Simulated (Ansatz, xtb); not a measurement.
# Relative energy of two conformers of C5H11Cl

Structure I: `CCC(C)(C)Cl`, a singlet. Structure II: `CCC(C)(C)Cl`, a singlet. Both are isolated molecules in the gas phase, relaxed with B3LYP/6-31G*.

I (Å):

```xyz
17

C    -2.5945    0.3157    1.7828
C    -1.9736    0.9571    0.5323
C    -0.6151    0.3675    0.1074
C     0.4829    0.5912    1.1479
C    -0.7075   -1.1002   -0.3113
Cl   -0.1041    1.3210   -1.4148
H    -3.5528    0.7975    2.0059
H    -2.7907   -0.7531    1.6445
H    -1.9572    0.4318    2.6661
H    -2.6684    0.8577   -0.3097
H    -1.8421    2.0320    0.7029
H     1.4523    0.2550    0.7688
H     0.2577    0.0206    2.0569
H     0.5641    1.6492    1.4152
H     0.2499   -1.4535   -0.7049
H    -1.4721   -1.2440   -1.0808
H    -0.9674   -1.7200    0.5553
```

II (Å):

```json
{"atom": "C", "x (Å)": "-2.4052", "y (Å)": "0.7221", "z (Å)": "1.0555"}
{"atom": "C", "x (Å)": "-0.9924", "y (Å)": "1.2268", "z (Å)": "0.7491"}
{"atom": "C", "x (Å)": "-0.3987", "y (Å)": "0.8462", "z (Å)": "-0.6193"}
{"atom": "C", "x (Å)": "1.0086", "y (Å)": "1.4260", "z (Å)": "-0.7744"}
{"atom": "C", "x (Å)": "-0.4097", "y (Å)": "-0.6594", "z (Å)": "-0.8857"}
{"atom": "Cl", "x (Å)": "-1.4462", "y (Å)": "1.6416", "z (Å)": "-1.9435"}
{"atom": "H", "x (Å)": "-2.4532", "y (Å)": "-0.3717", "z (Å)": "1.0879"}
{"atom": "H", "x (Å)": "-3.1212", "y (Å)": "1.0729", "z (Å)": "0.3060"}
{"atom": "H", "x (Å)": "-2.7305", "y (Å)": "1.0936", "z (Å)": "2.0334"}
{"atom": "H", "x (Å)": "-0.2951", "y (Å)": "0.8379", "z (Å)": "1.5063"}
{"atom": "H", "x (Å)": "-0.9656", "y (Å)": "2.3194", "z (Å)": "0.8377"}
{"atom": "H", "x (Å)": "1.0086", "y (Å)": "2.5094", "z (Å)": "-0.6222"}
{"atom": "H", "x (Å)": "1.4136", "y (Å)": "1.2157", "z (Å)": "-1.7686"}
{"atom": "H", "x (Å)": "1.6739", "y (Å)": "0.9726", "z (Å)": "-0.0282"}
{"atom": "H", "x (Å)": "0.0411", "y (Å)": "-0.8845", "z (Å)": "-1.8567"}
{"atom": "H", "x (Å)": "0.1745", "y (Å)": "-1.1698", "z (Å)": "-0.1086"}
{"atom": "H", "x (Å)": "-1.4237", "y (Å)": "-1.0662", "z (Å)": "-0.8772"}
```

Estimate which is lower in electronic energy at CCSD(T)/def2-SVP + ΔMP2/def2-TZVPP, and by roughly how much.

Too close to call at this level: CCSD(T)/def2-SVP + ΔMP2/def2-TZVPP gives E(II) − E(I) = −0.022 eV.

Level by level:

```csv
level,geometry,E(II) − E(I) (eV),departure from the last row (eV),"job, with rough time for the two"
B3LYP/6-31G*,B3LYP/6-31G*,−0.016,+0.005,"optimisation, 44 s"
HF/def2-SVP,B3LYP/6-31G*,−0.038,−0.017,part of the CCSD(T) run
MP2/def2-SVP,B3LYP/6-31G*,−0.033,−0.011,part of the CCSD(T) run
CCSD(T)/def2-SVP,B3LYP/6-31G*,−0.033,−0.011,single point
CCSD(T)/def2-SVP + ΔMP2/def2-TZVPP,B3LYP/6-31G*,−0.022,,"single point, 2.3 min"
```

The largest departure from CCSD(T)/def2-SVP + ΔMP2/def2-TZVPP is that of HF/def2-SVP, 0.017 eV. Levels run at GFN2-xTB geometries aren't shown. The last row adds to CCSD(T) the change of the MP2 difference between the two basis sets, here +0.011 eV.

With harmonic frequencies from B3LYP/6-31G* (ideal gas, rigid rotor, one conformer each, 298.15 K, 1 atm): the zero-point term adds −0.003 eV; ΔH is −0.025 and ΔG −0.022 eV.

The correlated steps freeze 10 core orbitals. Mirror images aren't counted in ΔG. Programs: Ansatz 0.2.0; the last row on 2 threads of Arm Neoverse V2 on a shared host.
